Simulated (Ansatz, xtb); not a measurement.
H5PSSi: which of two isomers lies lower

Structure I: `[SiH3]PS`, a singlet. Structure II: `[SiH3]SP`, a singlet. Both are isolated molecules in the gas phase, relaxed with r2SCAN-D4/def2-SVP; the shapes shown needn't be the lowest conformers.

I (Å):

```yaml
atoms:
  - { symbol: P, position_ang: [-1.1257, -0.5923, 0.5357] }
  - { symbol: S, position_ang: [-1.8182, 1.3266, 1.2311] }
  - { symbol: Si, position_ang: [0.9454, 0.0889, -0.1000] }
  - { symbol: H, position_ang: [-0.6998, -1.1220, 1.7957] }
  - { symbol: H, position_ang: [0.7938, 0.8317, -1.3834] }
  - { symbol: H, position_ang: [1.5938, 0.9690, 0.9174] }
  - { symbol: H, position_ang: [-3.0320, 1.2236, 0.6440] }
  - { symbol: H, position_ang: [1.7863, -1.1281, -0.3170] }
```

II (Å):

```xyz
8

P    -2.2958   -0.0560    0.1521
S    -0.7524    1.2502    0.8829
Si    0.8402   -0.1555    1.2273
H     2.0039    0.6188    1.7468
H     0.4211   -1.1852    2.2250
H     1.2094   -0.8479   -0.0437
H    -1.5244   -0.8034   -0.7973
H    -2.1968   -1.0918    1.1383
```

Estimate which is lower in electronic energy at CCSD(T)/def2-TZVP, and by roughly how much.

The CCSD(T)/def2-TZVP calculation puts structure II lower, by 0.409 eV.

How the difference moves with the method:

```
                       level            geometry  E(II) − E(I) (eV)  departure from the last row (eV)  job, with rough time for the two
                    GFN2-xTB            GFN2-xTB              −0.460                            −0.050              optimisation, 0.21 s
                   HF/STO-3G            GFN2-xTB              −0.247                            +0.163              single point, 0.24 s
r2SCAN-D4/def2-SVP//GFN2-xTB            GFN2-xTB              −0.298                            +0.111               single point, 2.3 s
          r2SCAN-D4/def2-SVP  r2SCAN-D4/def2-SVP              −0.322                            +0.087                optimisation, 23 s
                HF/def2-TZVP  r2SCAN-D4/def2-SVP              −0.454                            −0.044           part of the CCSD(T) run
               MP2/def2-TZVP  r2SCAN-D4/def2-SVP              −0.446                            −0.036           part of the CCSD(T) run
           CCSD(T)/def2-TZVP  r2SCAN-D4/def2-SVP              −0.409                                                  single point, 17 s
```

As drawn, II has 1 S–Si, 1 P–H in place of 1 P–Si, 1 S–H.

None of the levels shown reverses the order. The largest departure from CCSD(T)/def2-TZVP is that of HF/STO-3G, 0.163 eV.

With harmonic frequencies from r2SCAN-D4/def2-SVP (ideal gas, rigid rotor, one conformer each, 298.15 K, 1 atm): the zero-point term adds +0.017 eV; ΔH is −0.400 and ΔG −0.386 eV.

The correlated steps freeze 15 core orbitals. Mirror images aren't counted in ΔG. Programs: Ansatz 0.2.0, xtb 6.7.1; the last row on 1 thread of Intel(R) Xeon(R) 6975P-C (Granite Rapids) on a shared host.
